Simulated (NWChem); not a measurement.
**How basis sets differ on AlNH3O (SMILES [NH2][Al][OH])**

The species is AlNH3O (6 atoms), meant as a doublet with charge 0. SMILES: `[NH2][Al][OH]`. The coordinates come from a PBE0-D4/def2-TZVP relaxation. This is one conformer, not always the lowest.

Quantity: the lowest excitation energy, in eV. The values are calculated.

```csv
level,kind,program,value (eV),CPU time
CIS/DGauss-DZVP,coupled cluster or CI,NWChem,4.36,29 s
CIS/LANL2DZ (core potential),coupled cluster or CI,NWChem,4.49,5 s
CIS/MINI,coupled cluster or CI,NWChem,4.35,2.9 s
CIS/SBKJC-VDZ (core potential),coupled cluster or CI,NWChem,4.48,3.6 s
CIS/jorge-DZP,coupled cluster or CI,NWChem,4.26,48 s
```

The values span 4.26 to 4.49 eV. High-level rows in very small sets aren't better than simpler rows in larger ones. CPU times are rough (shared hosts, several kinds of processor): they show what a rung costs within a factor of a few.
